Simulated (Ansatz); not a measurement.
We consider rock-salt HoN, described by r²SCAN+rVV10 (plane waves, PAW; Ansatz, a program for electronic structure).

Numerical settings: plane-wave cutoff 560 eV, 20×20×20 k mesh, Fermi–Dirac smearing 0.05 eV, spin-polarised with parallel moments, scalar-relativistic PAW data made under PBE.

Results at a series of volumes:

| V (Å³/atom) | E − E_lowest (meV/atom) |
|---|---|
| 13.311 | 30.82 |
| 13.594 | 13.25 |
| 13.877 | 3.22 |
| 14.160 | 0.00 |
| 14.443 | 2.95 |
| 14.727 | 11.47 |
| 15.010 | 25.05 |

Problem. What bulk modulus B0 and pressure derivative B′ does a third-order Birch–Murnaghan fit give?

Solution. V0 = 14.162 Å³/atom, B0 = 174 GPa, B′ = 4.0 (fit to the energies at full precision).

Note: the magnetic order was assumed, not searched for or taken from measurement; the 4f shell is treated without U or exact exchange, so its levels and filling can be wrong.

Spin–orbit coupling is not included; it can open a gap where bands touch, and shift volumes and moduli.

Computed values are for the static lattice.

The result took very roughly 70 core-minutes.
